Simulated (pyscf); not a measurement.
A first-order saddle from PySCF, ωB97X-D3(BJ)/def2-SVP:

```xyz
10

N     -2.3101     0.1220     0.3481
Si    -1.0991    -0.8741     0.6725
Cl    -0.6248    -2.6190    -0.3040
H     -3.1189    -0.0129    -0.2454
H     -0.3985    -0.9003     1.9700
Si    -0.4733     1.3982    -0.6766
H      0.2114     0.1259    -0.0603
H     -1.2631     1.0744    -1.8858
H     -0.9074     2.3834     0.3357
H      0.8334     1.9413    -1.2045
```

Surface: singlet, charge 0. Lowest wavenumbers (cm⁻¹): 300i, 71, 195, 244, 329.

Q: Which two sides does it connect, and which bonds change?

A: HN=SiH–Cl + silane (SiH₄) ⇌ H₃Si–NH–SiH₂–Cl, an addition across a multiple bond or ene-type step read from left to right: H–Si broken and N–Si, H–Si formed. At CCSD(T)/def2-TZVPP + ΔMP2(QZVPP) it lies +4.7 kcal/mol from the left side and +70.1 kcal/mol from the right (each side as separated species at their lowest minima found). On the reactant side the descent ends in a complex, 4.3 kcal/mol under the separated species and 4.3 kcal/mol under the saddle at ωB97X-D3(BJ)/def2-TZVP. At ωB97X-D3(BJ)/def2-TZVP the barrier from the zero used here is -0.1 kcal/mol. HN=SiH–Cl lies 26.4 kcal/mol over its isomer H₂N–Si:–Cl [singlet] (electronic energy, ωB97M-D3(BJ)/def2-TZVP). One saddle was located; it need not be the lowest between these sides. The CCSD(T) − MP2 part came from Ansatz, without density fitting, on the same reference.
